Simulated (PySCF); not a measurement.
**Converging ClF in the basis (PBE0)**

PySCF, UKS reference; singlet, unpaired electrons none; De to Cl + F without counterpoise correction.

```json
{"basis": "STO-3G", "relativity": "no relativity", "functions": "14", "Re (Å)": "1.727", "ωe (cm⁻¹)": "906", "De (eV)": "2.58", "μ (D)": "0.58"}
{"basis": "3-21G", "relativity": "no relativity", "functions": "22", "Re (Å)": "1.734", "ωe (cm⁻¹)": "769", "De (eV)": "1.98", "μ (D)": "-0.86"}
{"basis": "x2c-SVPall", "relativity": "spin-free X2C", "functions": "32", "Re (Å)": "1.644", "ωe (cm⁻¹)": "800", "De (eV)": "2.40", "μ (D)": "-1.16"}
{"basis": "def2-TZVP", "relativity": "no relativity", "functions": "68", "Re (Å)": "1.620", "ωe (cm⁻¹)": "826", "De (eV)": "2.62", "μ (D)": "-0.90"}
{"basis": "cc-pV(T+d)Z/cc-pVTZ", "relativity": "no relativity", "functions": "69", "Re (Å)": "1.619", "ωe (cm⁻¹)": "828", "De (eV)": "2.62", "μ (D)": "-0.87"}
{"basis": "x2c-TZVPPall", "relativity": "spin-free X2C", "functions": "73", "Re (Å)": "1.621", "ωe (cm⁻¹)": "826", "De (eV)": "2.62", "μ (D)": "-0.92"}
{"basis": "def2-TZVPPD", "relativity": "no relativity", "functions": "91", "Re (Å)": "1.619", "ωe (cm⁻¹)": "828", "De (eV)": "2.63", "μ (D)": "-0.80"}
```

(1) How does each smaller set differ from the one with most functions, def2-TZVPPD?

A positive dipole means Cl(−)F(+). 3-21G and STO-3G are very small, so such numbers show the basis as much as the molecule.

## Answers

(1) STO-3G: +10.8 pm, +9.4 % in ωe, -0.05 eV in De; 3-21G: +11.5 pm, -7.1 % in ωe, -0.65 eV in De; x2c-SVPall: +2.5 pm, -3.4 % in ωe, -0.23 eV in De; def2-TZVP: +0.1 pm, -0.2 % in ωe, -0.01 eV in De; cc-pV(T+d)Z/cc-pVTZ: +0.0 pm, +0.0 % in ωe, -0.01 eV in De; x2c-TZVPPall: +0.2 pm, -0.2 % in ωe, -0.01 eV in De. All at PBE0; the set with most functions is neither the basis-set limit nor always the best. The rows treat relativity differently, so the differences are not basis effects alone.
